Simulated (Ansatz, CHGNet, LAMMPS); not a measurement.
## Ladder of methods for the zone-centre TO phonon frequency of rock-salt MgO

Reference value: 396 cm⁻¹ (measured, temperature not stated, not corrected to a static lattice; as tabulated in He et al. (2014), arXiv:1309.4805).

```json
[
 {"level (code)": "ionic model bush1994 (shell model, LAMMPS)", "value (cm⁻¹)": "323", "cell (Å³/atom)": "9.30"},
 {"level (code)": "CHGNet-r²SCAN", "value (cm⁻¹)": "346", "cell (Å³/atom)": "9.28"},
 {"level (code)": "LDA (Ansatz)", "value (cm⁻¹)": "…", "cell (Å³/atom)": "9.00"},
 {"level (code)": "BLYP (Ansatz)", "value (cm⁻¹)": "346", "cell (Å³/atom)": "9.76"},
 {"level (code)": "PBE (Ansatz)", "value (cm⁻¹)": "…", "cell (Å³/atom)": "9.62"},
 {"level (code)": "PBE-D3(BJ) (Ansatz)", "value (cm⁻¹)": "395", "cell (Å³/atom)": "9.31"},
 {"level (code)": "r²SCAN (Ansatz)", "value (cm⁻¹)": "…", "cell (Å³/atom)": "9.29"},
 {"level (code)": "LC-ωPBE (Ansatz)", "value (cm⁻¹)": "403", "cell (Å³/atom)": "9.28"},
 {"level (code)": "Hartree–Fock (Ansatz)", "value (cm⁻¹)": "403", "cell (Å³/atom)": "9.15"}
]
```

Task: Some entries are withheld; supply them.

Result: 
- LDA (Ansatz, an electronic-structure program), value (cm⁻¹): 408
- PBE (Ansatz), value (cm⁻¹): 365
- r²SCAN (Ansatz), value (cm⁻¹): 398

Differences against the reference: ionic model bush1994 -18.4 %, CHGNet-r²SCAN -12.6 %, LDA +3.0 %, BLYP -12.6 %, PBE -7.8 %, PBE-D3(BJ) -0.3 %, r²SCAN +0.5 %, LC-ωPBE +1.8 %, Hartree–Fock +1.8 %.

Once the reference is moved by up to 3.0 % (a margin picked here for doubts on the reference and the settings, and for temperature and zero-point motion) and values within 0.7 % count as equal, the nearest can be PBE-D3(BJ) (-0.3 %), r²SCAN (+0.5 %), LC-ωPBE (+1.8 %), Hartree–Fock (+1.8 %) or LDA (+3.0 %). Farthest off among them: ionic model bush1994 (-18.4 %).

The measured value isn't corrected to a static lattice, so vibrations enter the comparison.  PBE-D3(BJ): the dispersion coefficients are held fixed in the derivatives. Each level is taken at its own relaxed cell. Cutoffs and k meshes differ between the levels. Ansatz's density-functional and Hartree–Fock values are scalar-relativistic unless marked +SOC, with PAW data made under PBE.

Empirical potentials (ionic model bush1994) are fitted to chosen data: where that held the value shown, agreement is built in, and what lay outside the fit can be far off. Machine-learned potentials (CHGNet-r²SCAN) are trained on DFT data: a solid inside that data is no test of them.

Differences are worked out from the printed values.
